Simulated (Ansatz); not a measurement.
**FH₅NSi+ (SMILES [NH3+][SiH2]F): functionals against CCSD(T) at one geometry**

An exercise on one series of results from a longer session: the logs are not shown, and one member is left open.

Program: Ansatz 0.2.0, Gaussian basis. Level of theory: single points in def2-TZVPP. These are calculated values, not measurements.

Correlated methods freeze the cores.

1 further run of the same task is left out (it didn't finish).

## The system as given

SMILES `[NH3+][SiH2]F`, 8 atoms, charge 1, spin multiplicity 1.

Atoms are counted from 1 here; the program's logs count them from 0.

Bond lengths: N1–Si2 1.878 Å, N1–H4 1.094 Å, N1–H5 0.970 Å, N1–H6 1.052 Å, Si2–F3 1.602 Å, Si2–H7 1.550 Å, Si2–H8 1.499 Å. Angles: Si2–N1–H4 114.1°, Si2–N1–H5 113.4°, Si2–N1–H6 111.4°, H4–N1–H5 103.5°, H4–N1–H6 106.5°, H5–N1–H6 107.4°, N1–Si2–F3 104.5°, N1–Si2–H7 105.2°, N1–Si2–H8 104.1°, F3–Si2–H7 112.5°, F3–Si2–H8 116.0°, H7–Si2–H8 113.1°.

Geometry (Å):

```xyz
8
charge 1, multiplicity 1
N    -0.58291    0.62006   -0.41111
Si    0.49611   -0.57441    0.55642
F     1.49965   -1.18275   -0.53469
H    -1.04967    0.18200   -1.29795
H    -0.09459    1.38040   -0.76422
H    -1.36564    0.99605    0.18249
H     1.22442    0.29896    1.60963
H    -0.47831   -1.53774    1.16329
```

The first run:

The input, run/in.yaml:

```yaml
crystal:
  periodic: [false, false, false]
  atoms:
    - {symbol: N, position_ang: [-0.582915, 0.620059, -0.411112]}
    - {symbol: Si, position_ang: [0.496111, -0.574411, 0.556422]}
    - {symbol: F, position_ang: [1.499652, -1.182750, -0.534693]}
    - {symbol: H, position_ang: [-1.049675, 0.181996, -1.297951]}
    - {symbol: H, position_ang: [-0.094595, 1.380402, -0.764216]}
    - {symbol: H, position_ang: [-1.365644, 0.996052, 0.182487]}
    - {symbol: H, position_ang: [1.224416, 0.298958, 1.609626]}
    - {symbol: H, position_ang: [-0.478310, -1.537741, 1.163293]}
basis:
  gaussian: {orbitals: def2-TZVPP}
total_charge: 1
hamiltonian: {xc: pbe, dispersion: d4}
output: {forces: true}
```

On the command line:

```
> ansatz run in.yaml --threads 2 --pin off --events-out ev --progress --plain --max-ram 3481MiB
```

Among the steps run: PBE-D4/def2-TZVPP; r2SCAN-D4/def2-TZVPP; PBE0-D4/def2-TZVPP; wB97M-V/def2-TZVPP; CCSD(T)/def2-TZVPP.

One table of the session follows, with a row left open; its other results are not shown here.

```
   method  RMS force component (eV/Å)  angle to CCSD(T) forces (°)
   PBE-D4                           ?                            ?
r2SCAN-D4                       1.195                          1.9
  PBE0-D4                       1.208                          2.8
  wB97M-V                       1.220                          2.7
  CCSD(T)                       1.219                    reference
```

**Question.** Estimate the row for PBE-D4.

**Answer.** RMS force component (eV/Å): 1.160; angle to CCSD(T) forces (°): 10.4. In the column «RMS force component (eV/Å)» it is the lowest.
